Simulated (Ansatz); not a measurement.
## Lattice constant a of some III–V compounds

Method: PBE0 (PAW; Ansatz, a first-principles code). References are measured values corrected to a static lattice or taken at low temperature (these still hold zero-point motion). The table is a random draw of 8 from 10 solids with such references.

Values in Å.

```tsv
solid	reference	PBE0	error (%)
zinc-blende GaP	5.439	5.460	+0.39
zinc-blende InSb	6.468	6.538	+1.08
zinc-blende AlAs	5.649	5.680	+0.55
zinc-blende AlP	5.451	5.473	+0.40
zinc-blende InP	5.858	?	?
zinc-blende GaAs	5.64	5.677	+0.66
cubic BN	3.593	3.597	+0.11
zinc-blende BP	4.525	4.523	-0.04
```

Q: Estimate the withheld PBE0 value.

A: The errors of the other rows run from -0.04 % to +1.08 %, with a median of +0.40 %; carried to the reference 5.858 it gives 5.881 Å. The run gives 5.895 Å (+0.63 %); the row was picked among those where that median comes within half of the row's own error. Over these 8 solids the mean error is +0.47 %, the mean absolute error 0.48 % (median 0.48 %), and the worst case zinc-blende InSb at +1.08 %; the value is too high in 7 of 8 cases. Over all 10 the mean error is +0.44 % and the mean absolute error 0.50 % (median 0.47 %).

All these references are brought to a static lattice.

Spin–orbit coupling is left out, also for the solids with elements from indium on (zinc-blende InSb, zinc-blende InP); its size isn't shown.

Differences are worked out from the printed values.

Ansatz's density-functional and Hartree–Fock values are scalar-relativistic unless marked +SOC, with PAW data made under PBE.

Not in this set, of the III–V compounds with a reference value in our tables and a result at some level: 4 for a reference at room or unstated temperature (zinc-blende BAs, wurtzite GaN, zinc-blende GaN, zinc-blende GaSb); 1 for a high-temperature or high-pressure phase (wurtzite BN). These can be a level's worst cases. At least 3 more with a reference value are held back for tests. Layered and molecular crystals are counted apart.

References as tabulated in Mejia-Rodriguez and Trickey (2018), arXiv:1807.09216; Goldzak et al. (2022), arXiv:2208.04865.
